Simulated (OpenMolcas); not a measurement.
# A workflow on BH3 (borane)

We compute the energy (UHF/3-21G), then the energy (CASSCF(2,2)/3-21G), then the energy (CASPT2(2,2)/3-21G), then a single-point energy (SC-NEVPT2(2,2)/3-21G), then the energy (MRCI(2,2)/3-21G) of BH3 (borane). 

The results are computed with OpenMolcas 26.06.

## (1) The system as given

The species is BH3 (4 atoms), meant as a singlet with charge 0. SMILES: `B`. The B1–H3 distance was set to 2.984 Å, away from the relaxed value. At this shape a bond of the SMILES string is far longer than usual.

Bond lengths: B1–H2 1.193 Å, B1–H4 1.193 Å. Angles: H2–B1–H4 120.0°.

## (2) A single-point energy at UHF/3-21G (run 1)

step1.input reads:

```
>>> EXPORT MOLCAS_PRINT=2

&GATEWAY
 BasLib=$CurrDir
 Coord
 4
 bohr
 B      0.84856640     3.25017398    -0.14597945
 H      2.67838820     4.00001730     0.93853437
 H     -0.52194236    -2.21438107     0.08125822
 H     -0.43323483     4.68636583    -1.32101116
 Basis=3-21G
 Group=NoSym

&SEWARD

&SCF
 UHF
 Scramble=0.25
 PrOrbitals=1 1
```

The basis set 3-21G is read from a file made from the Basis Set Exchange's data (not shown).

Launch:

```sh
$ export MOLCAS_MEM=1860
$ pymolcas step1.input > step1.log
```

Log, cut to the lines that bear on the results:

```text
--- Start Module: gateway ---
[...]
--- Stop Module: gateway /rc=_RC_ALL_IS_WELL_ ---
--- Start Module: seward ---
[...]
      Basis functions           15
--- Stop Module: seward /rc=_RC_ALL_IS_WELL_ ---
--- Start Module: scf ---
[...]
       Convergence after  15 Iterations
[...]
::    Total SCF energy                                -26.0997975208
[...]
      Total spin, S                                     0.5965421386
[...]
      Total electronic charge=    8.000000
      Total            charge=   -0.000000
[...]
      Dipole Moment (debye):
      Origin of the operator (angstrom)=    0.4178    1.5953   -0.0721
                   X=  6.8668E-02               Y=  2.7401E-01               Z= -1.1402E-02           Total=  2.8272E-01
      Quadrupole Moment (debye*angstrom):
[...]
--- Stop Module: scf /rc=_RC_ALL_IS_WELL_ ---
[...]
```

It took 1.8 s on 1 thread of Arm Neoverse V1, shared host; peak memory 0.37 GiB.

## (3) The energy at CASSCF(2,2)/3-21G (run 2)

step2.inp reads:

```
>>> EXPORT MOLCAS_PRINT=2

&GATEWAY
 BasLib=$CurrDir
 Coord
 4
 bohr
 B      0.84856640     3.25017398    -0.14597945
 H      2.67838820     4.00001730     0.93853437
 H     -0.52194236    -2.21438107     0.08125822
 H     -0.43323483     4.68636583    -1.32101116
 Basis=3-21G
 Group=NoSym

&SEWARD

&RASSCF
 FileOrb=$CurrDir/step1.UnaOrb
 Spin=1
 Nactel=2 0 0
 Inactive=3
 Ras2=2
 OrbListing=Nothing
```

The basis set 3-21G is read from a file made from the Basis Set Exchange's data (not shown).

Launch:

```sh
$ export MOLCAS_MEM=1860
$ pymolcas step2.inp > step2.log
```

Log, cut to the lines that bear on the results:

```text
--- Start Module: gateway ---
[...]
--- Stop Module: gateway /rc=_RC_ALL_IS_WELL_ ---
--- Start Module: seward ---
[...]
      Basis functions           15
--- Stop Module: seward /rc=_RC_ALL_IS_WELL_ ---
--- Start Module: rasscf ---
[...]
      Number of active orbitals                  2
[...]
      Spin quantum number                      0.0
[...]
      Active orbitals                            2
[...]
      Number of CSFs                             3
[...]
      Number of root(s) required                 1
[...]
      Convergence after  8 iterations
[...]
      printout of CI-coefficients larger than  0.05 for root  1
      energy=     -26.106085
      conf/sym  11     Coeff  Weight
             1  20  -0.84368 0.71180
             3  02   0.53684 0.28820
      Natural orbitals and occupation numbers for root  1
      sym 1:   1.423600   0.576400
      ************************************************************************************************************************
      *                                                    Final results                                                     *
[...]
::    RASSCF root number  1 Total energy:    -26.10608460
[...]
      Total electronic charge=    8.000000
      Total            charge=   -0.000000
[...]
      Dipole Moment (debye):
      Origin of the operator (angstrom)=    0.4178    1.5953   -0.0721
                   X=  1.1173E-01               Y=  4.4565E-01               Z= -1.8555E-02           Total=  4.5982E-01
      Quadrupole Moment (debye*angstrom):
[...]
--- Stop Module: rasscf /rc=_RC_ALL_IS_WELL_ ---
[...]
```

Wall time 1.7 s (1 thread of Arm Neoverse V1, shared host); peak memory 0.37 GiB.

## (4) A single-point energy at CASPT2(2,2)/3-21G (run 3)

step3.input reads:

```
* BH3 CASPT2
>>> EXPORT MOLCAS_PRINT=2

&gateway
  baslib = $CurrDir
  coord
  4
  bohr
  B      0.84856640     3.25017398    -0.14597945
  H      2.67838820     4.00001730     0.93853437
  H     -0.52194236    -2.21438107     0.08125822
  H     -0.43323483     4.68636583    -1.32101116
  basis = 3-21G
  group = NoSym

&seward

&rasscf
  fileorb = $CurrDir/step2.RasOrb
  spin = 1
  nactel = 2 0 0
  inactive = 3
  ras2 = 2
  orblisting = Nothing

&caspt2
  imaginary = 0.1
  frozen = 1
```

The basis set 3-21G is read from a file made from the Basis Set Exchange's data (not shown).

Launch:

```sh
$ export MOLCAS_MEM=1860
$ pymolcas step3.input > step3.log
```

Log, cut to the lines that bear on the results:

```text
--- Start Module: gateway ---
[...]
--- Stop Module: gateway /rc=_RC_ALL_IS_WELL_ ---
[...]
      Basis functions           15
[...]
--- Start Module: rasscf ---
[...]
      Number of active orbitals                  2
[...]
      Spin quantum number                      0.0
[...]
      Active orbitals                            2
[...]
      Number of CSFs                             3
[...]
      Number of root(s) required                 1
[...]
      Convergence after  4 iterations
[...]
      printout of CI-coefficients larger than  0.05 for root  1
      energy=     -26.106085
      conf/sym  11     Coeff  Weight
             1  20  -0.84368 0.71180
             3  02   0.53684 0.28820
      Natural orbitals and occupation numbers for root  1
      sym 1:   1.423600   0.576400
      ************************************************************************************************************************
      *                                                    Final results                                                     *
[...]
::    RASSCF root number  1 Total energy:    -26.10608460
[...]
      Total electronic charge=    8.000000
      Total            charge=   -0.000000
[...]
      Dipole Moment (debye):
      Origin of the operator (angstrom)=    0.4178    1.5953   -0.0721
                   X=  1.1173E-01               Y=  4.4566E-01               Z= -1.8556E-02           Total=  4.5983E-01
      Quadrupole Moment (debye*angstrom):
[...]
--- Stop Module: rasscf /rc=_RC_ALL_IS_WELL_ ---
--- Start Module: caspt2 ---
[...]
 ###    WARNING: User changed nr of frozen orbitals.                         ###
 ###############################################################################
[...]
      E2 (Variational):          -0.0401292710
      Total energy:             -26.1462138734
[...]
      Reference weight:           0.98255
[...]
::    CASPT2 Root  1     Total energy:    -26.14621387
[...]
--- Stop Module: caspt2 /rc=_RC_ALL_IS_WELL_ ---
[...]
```

It took 1.7 s on 1 thread of Arm Neoverse V1, shared host; peak memory 0.37 GiB.

## (5) A single-point energy at SC-NEVPT2(2,2)/3-21G (run 4)

step4.input reads:

```
&gateway
baslib = $CurrDir
coord
4
bohr
B      0.84856640     3.25017398    -0.14597945
H      2.67838820     4.00001730     0.93853437
H     -0.52194236    -2.21438107     0.08125822
H     -0.43323483     4.68636583    -1.32101116
basis = 3-21G
group = NoSym
&seward
&rasscf
fileorb = $CurrDir/step2.RasOrb
spin = 1
nactel = 2 0 0
inactive = 3
ras2 = 2
orblisting = Nothing
&caspt2
sc-nevpt2
frozen = 1
```

The basis set 3-21G is read from a file made from the Basis Set Exchange's data (not shown).

Launch:

```sh
$ export MOLCAS_MEM=1860
$ pymolcas step4.input > step4.log
```

Log, cut to the lines that bear on the results:

```text
--- Start Module: gateway ---
[...]
--- Stop Module: gateway /rc=_RC_ALL_IS_WELL_ ---
[...]
      Basis functions           15
[...]
--- Start Module: rasscf ---
[...]
      Number of active orbitals                  2
[...]
      Spin quantum number                      0.0
[...]
      Active orbitals                            2
[...]
      Number of CSFs                             3
[...]
      Number of root(s) required                 1
[...]
      Convergence after  4 iterations
[...]
      printout of CI-coefficients larger than  0.05 for root  1
      energy=     -26.106085
      conf/sym  11     Coeff  Weight
             1  20  -0.84368 0.71180
             3  02   0.53684 0.28820
      Natural orbitals and occupation numbers for root  1
      sym 1:   1.423600   0.576400
      ************************************************************************************************************************
      *                                                    Final results                                                     *
[...]
::    RASSCF root number  1 Total energy:    -26.10608460
[...]
      Total electronic charge=    8.000000
      Total            charge=   -0.000000
[...]
      Dipole Moment (debye):
      Origin of the operator (angstrom)=    0.4178    1.5953   -0.0721
                   X=  1.1173E-01               Y=  4.4566E-01               Z= -1.8556E-02           Total=  4.5983E-01
      Quadrupole Moment (debye*angstrom):
[...]
--- Stop Module: rasscf /rc=_RC_ALL_IS_WELL_ ---
--- Start Module: caspt2 ---
[...]
 ###    WARNING: User changed nr of frozen orbitals.                         ###
 ###############################################################################
[...]
      E2 (Variational):          -0.0395481266
[...]
      E2 (Variational):          -0.0395337007
      Total energy:             -26.1456183031
[...]
      Reference weight:           0.98309
[...]
::    SC-NEVPT2 Root  1     Total energy:    -26.14561830
[...]
--- Stop Module: caspt2 /rc=_RC_ALL_IS_WELL_ ---
[...]
```

Wall time 1.7 s (1 thread of Arm Neoverse V1, shared host); peak memory 0.37 GiB.

## (6) The energy at MRCI(2,2)/3-21G (run 5)

step5.inp reads:

```
* BH3 MRCI
>>> EXPORT MOLCAS_PRINT=2
&gateway
baslib
$CurrDir
coord
4
bohr
B      0.84856640     3.25017398    -0.14597945
H      2.67838820     4.00001730     0.93853437
H     -0.52194236    -2.21438107     0.08125822
H     -0.43323483     4.68636583    -1.32101116
basis
3-21G
group
NoSym
&seward
&rasscf
fileorb
$CurrDir/step2.RasOrb
spin
1
nactel
2 0 0
inactive
3
ras2
2
orblisting
Nothing
&motra
lumorb
frozen
1
&guga
electrons
6
spin
1
inactive
2
active
2
ciall
1
&mrci
sdci
```

The basis set 3-21G is read from a file made from the Basis Set Exchange's data (not shown).

Launch:

```sh
$ export MOLCAS_MEM=1860
$ pymolcas step5.inp > step5.log
```

Log, cut to the lines that bear on the results:

```text
--- Start Module: gateway ---
[...]
--- Stop Module: gateway /rc=_RC_ALL_IS_WELL_ ---
[...]
      Basis functions           15
[...]
      Number of active orbitals                  2
[...]
      Spin quantum number                      0.0
[...]
      Active orbitals                            2
[...]
      Number of CSFs                             3
[...]
      Number of root(s) required                 1
[...]
      Convergence after  4 iterations
[...]
      printout of CI-coefficients larger than  0.05 for root  1
      energy=     -26.106085
      conf/sym  11     Coeff  Weight
             1  20  -0.84368 0.71180
             3  02   0.53684 0.28820
      Natural orbitals and occupation numbers for root  1
      sym 1:   1.423600   0.576400
      ************************************************************************************************************************
      *                                                    Final results                                                     *
[...]
::    RASSCF root number  1 Total energy:    -26.10608460
[...]
      Dipole Moment (debye):
      Origin of the operator (angstrom)=    0.4178    1.5953   -0.0721
                   X=  1.1173E-01               Y=  4.4566E-01               Z= -1.8556E-02           Total=  4.5983E-01
      Quadrupole Moment (debye*angstrom):
[...]
      *** WARNING: Default frozen orbitals is overwritten by user input.
      *** Default values:   1
[...]
--- Start Module: guga ---
[...]
--- Stop Module: guga /rc=_RC_ALL_IS_WELL_ ---
--- Start Module: mrci ---
[...]
       (But an ACPF correction will be computed)
       USE THE DEFAULT ACPF G-VALUE GFAC=  0.33333333333333331
[...]
                      CI ENERGY:   -26.15893502
[...]
                ACPF CORRECTION:    -0.00115943
[...]
      Total electronic charge=    8.000000
      Total            charge=   -0.000000
[...]
     ACPF CORRECTION:     -0.00115943
[...]
  CI State   1     Total energy:    -26.15893502     QDav:     -0.00175843     QACPF:     -0.00115943
[...]
--- Stop Module: mrci /rc=_RC_ALL_IS_WELL_ ---
[...]
```

Run time: 1.8 s. Hardware: 1 thread of Arm Neoverse V1, shared host; peak memory 0.37 GiB.

## (7) Outcome

| quantity | value |
| --- | --- |
| run 1, UHF/3-21G: total energy | -26.09980 Eh |
| run 1, UHF/3-21G: dipole moment | 0.28 D |
| run 1, UHF/3-21G: HOMO energy | -9.78 eV |
| run 1, UHF/3-21G: LUMO energy | 1.62 eV |
| run 1, UHF/3-21G: HOMO–LUMO gap | 11.40 eV |
| run 1, UHF/3-21G: ⟨S²⟩ | 0.952 |
| run 2, CASSCF(2,2)/3-21G: total energy | -26.10608 Eh |
| run 2, CASSCF(2,2)/3-21G: dipole moment (CASSCF density) | 0.46 D |
| run 3, CASPT2(2,2)/3-21G: total energy | -26.14621 Eh |
| run 3, CASPT2(2,2)/3-21G: dipole moment (CASSCF density) | 0.46 D |
| run 4, SC-NEVPT2(2,2)/3-21G: total energy | -26.14562 Eh |
| run 4, SC-NEVPT2(2,2)/3-21G: dipole moment (CASSCF density) | 0.46 D |
| run 5, MRCI(2,2)/3-21G: total energy | -26.15894 Eh |
| run 5, MRCI(2,2)/3-21G: dipole moment (CASSCF density) | 0.46 D |

⟨S²⟩ (run 1, UHF/3-21G) is 0.95 where a pure singlet has 0.00: the reference is spin-contaminated. Mulliken charges (run 2, CASSCF(2,2)/3-21G) run from -0.04 on H4 to +0.09 on B1. Mulliken charges (run 5, MRCI(2,2)/3-21G) of the CASSCF density run from -0.04 on H2 to +0.09 on B1.
